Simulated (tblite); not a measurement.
Species: 1,1,2-trichloroethane, C2H3Cl3.
Bonds: Cl1–C2, C2–C3, C3–Cl4, C3–Cl5. Hydrogens: H6, H7 on C2; H8 on C3.

Computed with GFN2-xTB (tblite), gas phase: nudged elastic band of 9 images (0 to 8), spring 0.2 eV/Å², climbing image at the end, force threshold 0.05 eV/Å. The top image wasn't refined or checked by frequencies; at this threshold it can lie a kcal/mol or more above the true saddle point of the method.

The band describes a rotation about C2–C3 (sp3 C–Cl carbon, CHCl2 carbon), followed by the dihedral Cl1–C2–C3–Cl4, from the optimised start (-67°) to a second optimised geometry at 61°.

Task: Give the energy profile along the converged band.

Result: 
```json
{"image": "0", "dihedral (°)": "-67", "E (eV)": "0.000", "C2–C3 (Å)": "1.514", "Cl1···Cl4 (Å)": "3.30", "largest true force (eV/Å)": "0.01"}
{"image": "1", "dihedral (°)": "-51", "E (eV)": "0.027", "C2–C3 (Å)": "1.517", "Cl1···Cl4 (Å)": "3.13", "largest true force (eV/Å)": "0.07"}
{"image": "2", "dihedral (°)": "-36", "E (eV)": "0.096", "C2–C3 (Å)": "1.524", "Cl1···Cl4 (Å)": "3.05", "largest true force (eV/Å)": "0.09"}
{"image": "3", "dihedral (°)": "-19", "E (eV)": "0.173", "C2–C3 (Å)": "1.532", "Cl1···Cl4 (Å)": "3.01", "largest true force (eV/Å)": "0.07"}
{"image": "4", "dihedral (°)": "-2", "E (eV)": "0.215", "C2–C3 (Å)": "1.536", "Cl1···Cl4 (Å)": "3.00", "largest true force (eV/Å)": "0.03"}
{"image": "5", "dihedral (°)": "15", "E (eV)": "0.201", "C2–C3 (Å)": "1.533", "Cl1···Cl4 (Å)": "3.01", "largest true force (eV/Å)": "0.05"}
{"image": "6", "dihedral (°)": "31", "E (eV)": "0.146", "C2–C3 (Å)": "1.526", "Cl1···Cl4 (Å)": "3.04", "largest true force (eV/Å)": "0.07"}
{"image": "7", "dihedral (°)": "47", "E (eV)": "0.088", "C2–C3 (Å)": "1.519", "Cl1···Cl4 (Å)": "3.11", "largest true force (eV/Å)": "0.06"}
{"image": "8", "dihedral (°)": "61", "E (eV)": "0.065", "C2–C3 (Å)": "1.516", "Cl1···Cl4 (Å)": "3.25", "largest true force (eV/Å)": "0.01"}
```

Barriers of this band. The top is image 4 at -2°: 0.215 eV forward and 0.150 eV back; the end lies 0.065 eV above the start. The central bond is 0.022 Å longer at the top than at the start.

Task: What rate follows at 350 K for crossing this barrier forward?

Result: Taking the electronic barrier for the free energy of activation (no zero-point or entropy terms, transmission 1), rate = (kT/h)·exp(−ΔE/kT) ≈ 6 × 10^9 s⁻¹, whose inverse is 2 × 10^-10 s. An error of 1 kcal/mol in the barrier changes this by a factor of 4, and the method and the loose band can each miss by that much or more.

Task: How would the two end points share their population at 350 K, from these energies alone?

Result: exp(−ΔE/kT) with ΔE = 0.065 eV gives 0.12 for the higher one (end) against 1 for the lower, without vibrational, rotational or degeneracy terms.

The cost below is that of the whole band run. The run took 3.2 s on one thread of an Arm Neoverse N1, no GPU, shared host, and the process peaked at 0.18 GiB of memory.
